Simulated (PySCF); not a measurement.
Gas-phase reaction: 2 AlCl2 + 3 H2 → 2 AlH2Cl + 2 HCl

Method: PySCF energies plus ideal-gas RRHO corrections (1 bar). † marks an energy on the PBE0/def2-TZVP geometry and frequencies; other levels use their own. CCSD(T) freezes the core. 6-31G* has spherical d functions here. Open shells (unrestricted): AlCl2 (multiplicity 2); the rest are closed-shell singlets. B3LYP is the form with VWN-RPA correlation. AlH2Cl: computed as isolated molecules; such fragments, hydroxides, amides, oligomers or adducts are transient or little studied in the gas. CCSD(T) isn't extrapolated to the basis-set limit.

| level | ΔH°(298 K), kJ |
|---|---|
| B3LYP/def2-TZVP† | 35 |
| BLYP/def2-TZVP† | ___ |
| CCSD(T)/def2-SVP† | ___ |
| HF/6-31G* | 74 |
| LDA/def2-TZVP† | 18 |

**Question.** Complete the blanks.

**Answer.** 
- BLYP/def2-TZVP†, ΔH°(298 K), kJ: 50
- CCSD(T)/def2-SVP†, ΔH°(298 K), kJ: 1
